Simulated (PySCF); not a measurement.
Species: C₄H₄F₂.
Atom-mapped SMILES: `[F:1]/[CH:2]=[C:3]1\[CH2:4][C@@H:5]1[F:6]` (hydrogens: H7 on C2; H8, H9 on C4; H10 on C5)

Method: PBE0-D3(BJ)/def2-SVP geometry optimisation, gas phase (PySCF 2.14.0); density fitting, grid level 1; the optimiser is geomeTRIC in internal coordinates, started from a GFN2-xTB structure with every atom displaced at random (about 0.01 Å).

Step 1: E = -9627.1685 eV
```
atom  x, y, z in Å  |  force x, y, z in eV/Å
F1      1.4100    2.0681    0.4456    0.862   0.932  -0.151
C2      1.1542    0.8577    0.8732   -1.059  -0.478   0.385
C3      0.3247    0.1048    0.1778    0.338  -0.352  -0.193
C4     -0.5087    0.0263   -1.0246   -0.042  -0.079  -0.413
C5     -0.5699   -1.0268    0.0472   -0.047  -0.495   0.204
F6     -1.6500   -1.0745    0.8614   -0.239   0.043   0.132
H7      1.5177    0.6296    1.8821    0.162   0.042  -0.138
H8     -1.3392    0.7359   -1.1306   -0.029  -0.098   0.023
H9     -0.0541   -0.3085   -1.9753   -0.070   0.266   0.219
H10    -0.2216   -2.0498   -0.1676    0.124   0.218  -0.069
```

Step 2: E = -9627.2097 eV
```
atom  x, y, z in Å  |  force x, y, z in eV/Å
F1      1.5105    2.1088    0.5198    0.108  -0.051  -0.488
C2      1.1408    0.8830    0.8516   -0.501  -0.363   0.912
C3      0.3144    0.1145    0.1627    0.507   0.584  -0.505
C4     -0.5254    0.0133   -1.0361   -0.071  -0.170  -0.247
C5     -0.5699   -1.0303    0.0504   -0.175  -0.245   0.251
F6     -1.6501   -1.0813    0.8703   -0.072   0.034   0.012
H7      1.4877    0.6130    1.8546    0.124  -0.055  -0.031
H8     -1.3669    0.7082   -1.1450   -0.031  -0.071   0.047
H9     -0.0712   -0.3192   -1.9824   -0.026   0.189   0.093
H10    -0.2067   -2.0471   -0.1566    0.138   0.148  -0.044
```

Step 3: E = -9627.2598 eV
```
atom  x, y, z in Å  |  force x, y, z in eV/Å
F1      1.5551    2.0481    0.4298    0.047   0.054   0.125
C2      1.1099    0.8852    0.8921   -0.054  -0.206  -0.111
C3      0.3015    0.1244    0.1774    0.037   0.166  -0.071
C4     -0.5305    0.0217   -1.0301    0.099  -0.215  -0.088
C5     -0.5704   -1.0318    0.0514   -0.214   0.042   0.204
F6     -1.6659   -1.1040    0.8526    0.005  -0.021  -0.070
H7      1.4864    0.6322    1.8889    0.001   0.065  -0.037
H8     -1.3926    0.6899   -1.1368    0.002   0.013   0.085
H9     -0.0558   -0.2704   -1.9747   -0.021   0.066  -0.038
H10    -0.1746   -2.0324   -0.1614    0.098   0.037   0.001
```

Step 4: E = -9627.2682 eV
```
atom  x, y, z in Å  |  force x, y, z in eV/Å
F1      1.5659    2.0530    0.4489    0.009  -0.025   0.030
C2      1.1120    0.8820    0.8848    0.008  -0.044   0.023
C3      0.3027    0.1284    0.1666   -0.047   0.136  -0.085
C4     -0.5335    0.0130   -1.0371    0.098  -0.129  -0.010
C5     -0.5706   -1.0296    0.0552   -0.135   0.053   0.088
F6     -1.6716   -1.0979    0.8484    0.057  -0.022  -0.051
H7      1.4783    0.6261    1.8835    0.001   0.003   0.001
H8     -1.3956    0.6831   -1.1286   -0.012   0.005   0.039
H9     -0.0633   -0.2687   -1.9863   -0.025   0.022  -0.040
H10    -0.1611   -2.0266   -0.1462    0.047   0.000   0.005
```

Question: Estimate the geometry and energy of step 5. (The exact step hangs on the optimiser's Hessian estimate; all steps are aligned on step 4, rigid shifts and turns removed.)

Answer: E = -9627.2719 eV, largest force 0.105 eV/Å
```
atom  x, y, z in Å  |  force x, y, z in eV/Å
F1      1.5909    2.0470    0.4639   -0.015  -0.013  -0.022
C2      1.1073    0.8816    0.8827    0.085   0.021   0.045
C3      0.2979    0.1403    0.1535   -0.075   0.054  -0.049
C4     -0.5369    0.0050   -1.0489   -0.003   0.011   0.070
C5     -0.5725   -1.0222    0.0571    0.080  -0.032   0.044
F6     -1.6663   -1.0999    0.8554   -0.012   0.018  -0.066
H7      1.4591    0.6168    1.8838   -0.022  -0.028   0.022
H8     -1.4003    0.6760   -1.1236   -0.012   0.000  -0.028
H9     -0.0745   -0.2687   -2.0042   -0.032  -0.019  -0.014
H10    -0.1416   -2.0131   -0.1306    0.004  -0.013  -0.002
```

The energy changes by -0.0037 eV. The first-order estimate −F·Δx gives -0.0075 eV and the mean of the old and new forces, exact on a quadratic surface, -0.0036 eV. The step makes an angle of 66° with the force vector and moves no atom by more than 0.030 Å.

What follows is the cost of the whole optimisation. On an Arm Neoverse V1 with one thread, shared host with 32 logical CPUs at a one-minute load of 20, this took 48 s wall and 0.42 GiB of memory at its peak.
